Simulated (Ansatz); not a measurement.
`CC1(N)OCO1` → 3 C• + 7 H• + N• + 2 O•  (atomization)

Computed with Ansatz on PBE0-D4/def2-TZVP structures; ΔE is electronic, products minus reactants. CCSD(T)/CBS adds triple-zeta CCSD(T) − MP2 to the extrapolated MP2 energy (def2 sets, frozen cores). This one scheme is used for every species, atoms too. DFT in def2-TZVPP. Open shells (•) are unrestricted, without spin–orbit coupling. Spin–orbit coupling would lower the free atoms: a little for C, O. Each species was taken in one conformer, which may not be the lowest.

CCSD(T)/CBS gives +5154.9 kJ/mol.

(1) Another level gave +5160.1 kJ/mol. Which?
A. r2SCAN/def2-TZVPP
B. CCSD(T)/def2-TZVPP
C. B2PLYP/def2-TZVPP
D. PBE-D4/def2-TZVPP

Largest T1 diagnostic among the species: 0.011.

Results:

(1) A. r2SCAN 5160.1, CCSD(T)/def2-TZVPP 5009.9, PBE-D4 5330.3, B2PLYP 5098.6 kJ/mol.

From PBE to PBE0 (25 % exact exchange), in def2-TZVPP and without D4, ΔE moves by −134.4 kJ/mol: exact exchange takes away binding that semilocal exchange gives to molecules. The D4 term adds +38.7 kJ/mol with B3LYP and +20.3 kJ/mol with PBE0; it sums over pairs of atoms, weighted by their polarisabilities, and B3LYP, whose exchange is more repulsive, gets the larger term.

B3LYP here is the variant with VWN-RPA as its local correlation; programs differ in this.

For atomizations the MP2-based limit and the directly extrapolated one differ by several kJ/mol either way, and by 10 to 25 for some Ge, Se and Sn compounds, so smaller differences from it don't rank the levels.
